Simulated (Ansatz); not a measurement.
Geometry optimisation, Ansatz, RKS PBE-D4/def2-TZVP.

The input (input.yaml):

```yaml
crystal:
  periodic: [false, false, false]
  atoms:
    - { symbol: Si, position_ang: [-0.870081, -0.254902, 1.019847] }
    - { symbol: S, position_ang: [1.410628, -0.283624, -1.570194] }
    - { symbol: S, position_ang: [-1.849517, 1.093636, -0.021277] }
    - { symbol: H, position_ang: [0.229361, 0.39315, -1.534315] }
    - { symbol: H, position_ang: [-1.157843, -1.721523, 1.005609] }
    - { symbol: H, position_ang: [0.200683, 0.050648, 2.01729] }
    - { symbol: H, position_ang: [2.036869, 0.722614, -0.91686] }
basis:
  gaussian: { orbitals: def2-TZVP }
hamiltonian:
  xc: pbe
  dispersion: d4
relax:
  f_tol: 0.03
  max_steps: 50
```

Launched with:

```bash
$ ansatz run input.yaml --threads 4 --pin off --max-ram 5120MiB --backend cpu --events-out ev --progress --plain --runs-dir out
```

Where does it end, and by what steps?

The run converged. The force dipped under the threshold on the way, but the program's further checks kept it going. After 13 steps the energy has fallen by 0.320 eV; S2 moved furthest, 0.70 Å. Joined: Si1–S2 (3.45 → 2.55 Å).

| step | energy less start (eV) | largest force component (eV/Å) | accepted |
| --- | --- | --- | --- |
| 0 | 0.0000 | 0.211 | yes |
| 1 | -0.0807 | 0.329 | yes |
| 2 | -0.1814 | 0.378 | yes |
| 3 | -0.2133 | 0.720 | yes |
| 4 | -0.2069 | 0.892 | no |
| 5 | -0.2440 | 0.335 | yes |
| 6 | -0.2792 | 0.202 | yes |
| 7 | -0.2956 | 0.068 | yes |
| 8 | -0.2974 | 0.615 | yes |
| 9 | -0.3173 | 0.046 | yes |
| 10 | -0.3121 | 0.192 | no |
| 11 | -0.3189 | 0.019 | yes |
| 12 | -0.3196 | 0.068 | yes |
| 13 | -0.3196 | 0.027 | yes |

```xyz
7
Properties=species:S:1:pos:R:3
Si -0.638 -0.161 0.805
S 1.258 -0.331 -0.889
S -1.752 1.383 0.266
H 0.353 -0.169 -1.887
H -1.007 -1.595 0.560
H 0.351 -0.137 1.935
H 1.435 1.011 -0.791
```

Time of the run: 23 s on 4 threads of Arm Neoverse N1, on a shared host, peak memory 0.17 GiB.
